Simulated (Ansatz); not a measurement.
A nudged elastic band was laid between two geometries of AlH₄NSi (7 atoms, charge 0, multiplicity 1).

Theory: RKS CAM-B3LYP-D4/def2-SVP (Ansatz 0.2.0).

```
movable images  : 7
climbing image  : yes
spring          : 5.0 eV/Å²
optimiser       : quadratic models (default)
start path      : IDPP
force threshold : 0.05 eV/Å
iteration limit : 60
end points      : relaxed
```

Initial state:

```xyz
7
Properties=species:S:1:pos:R:3
N -1.565 -0.823 -1.191
Si -0.759 0.422 -0.552
Al 1.203 0.202 0.902
H -1.235 -1.764 -0.976
H -1.290 1.768 -0.903
H 1.699 -1.266 1.217
H 1.947 1.461 1.503
```

Final state:

```xyz
7
Properties=species:S:1:pos:R:3
N -1.157 -1.186 -0.916
Si -0.663 0.286 -0.484
Al 1.285 0.237 0.974
H -1.962 -1.326 -1.526
H -1.318 1.568 -0.920
H 1.885 -1.164 1.375
H 1.930 1.584 1.497
```

Question: What changes between the two ends?

Answer: No bond is made or broken. The dihedral H4–N1–Si2–Al3 changes from 0 to -180° by way of a nearly straight angle H4–N1–Si2 (up to 175°), not by a turn about the bond.

Question: Give the energies along the band, and the barrier.

Answer: The run converged. The highest image is number 4 of 0 to 8, 20.3 kJ/mol above the first end and 23.3 kJ/mol above the last; the last end lies 3.0 kJ/mol below the first. A vibrational analysis at the climbing image gives one clearly imaginary mode, 509i cm⁻¹: a first-order saddle point.

```json
{"image": "0", "path coordinate (Å)": "0.00", "energy (kJ/mol)": "0.0", "angle H4–N1–Si2 (°)": "118"}
{"image": "1", "path coordinate (Å)": "0.21", "energy (kJ/mol)": "0.5", "angle H4–N1–Si2 (°)": "120"}
{"image": "2", "path coordinate (Å)": "0.43", "energy (kJ/mol)": "4.5", "angle H4–N1–Si2 (°)": "132"}
{"image": "3", "path coordinate (Å)": "0.64", "energy (kJ/mol)": "14.6", "angle H4–N1–Si2 (°)": "152"}
{"image": "4", "path coordinate (Å)": "0.85", "energy (kJ/mol)": "20.3", "angle H4–N1–Si2 (°)": "175"}
{"image": "5", "path coordinate (Å)": "1.06", "energy (kJ/mol)": "14.5", "angle H4–N1–Si2 (°)": "162"}
{"image": "6", "path coordinate (Å)": "1.27", "energy (kJ/mol)": "3.9", "angle H4–N1–Si2 (°)": "142"}
{"image": "7", "path coordinate (Å)": "1.48", "energy (kJ/mol)": "-2.0", "angle H4–N1–Si2 (°)": "127"}
{"image": "8", "path coordinate (Å)": "1.69", "energy (kJ/mol)": "-3.0", "angle H4–N1–Si2 (°)": "122"}
```

Question: What is the geometry of the highest image?

Answer: 
```xyz
7
Properties=species:S:1:pos:R:3:forces:R:3
N -1.335 -0.970 -1.032 0.01 0.00 0.01
Si -0.710 0.369 -0.516 0.00 0.00 0.00
Al 1.252 0.293 0.945 0.00 0.00 0.00
H -1.678 -1.865 -1.320 0.00 0.00 0.00
H -1.296 1.698 -0.905 0.00 0.00 0.00
H 1.826 -1.131 1.324 0.00 0.00 0.00
H 1.941 1.606 1.504 0.00 0.00 0.00
```

Question: What are the harmonic wavenumbers there?

Answer: 509i, 34, 144, 386, 398, 463, 560, 689, 784, 870, 1223, 1942, 1963, 2148, 3840 cm⁻¹.

The run took 2.3 min on 1 thread of Arm Neoverse V1 (shared host), peak memory 0.14 GiB.
